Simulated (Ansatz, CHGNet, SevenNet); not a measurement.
## LiNbO3 (R3c, No. 161): properties by level of theory

```csv
level (code),equilibrium lattice constant a (Å),c axis length (Å)
CHGNet 0.3.0,5.229,14.144
CHGNet-r²SCAN,5.153,13.997
SevenNet-0,5.225,14.132
SevenNet-l3i5,5.222,14.126
HSE06 (Ansatz),5.133,13.842
```

Caveats: the relaxation could not lower the start's symmetry, so the cell can be a saddle point above a distorted one (CHGNet 0.3.0, CHGNet-r²SCAN, SevenNet-0, SevenNet-l3i5, HSE06). Ansatz's density-functional and Hartree–Fock values are scalar-relativistic unless marked +SOC, with PAW data made under PBE.

The computed numbers hold no vibrational or temperature effects.

Ansatz is an electronic-structure program.
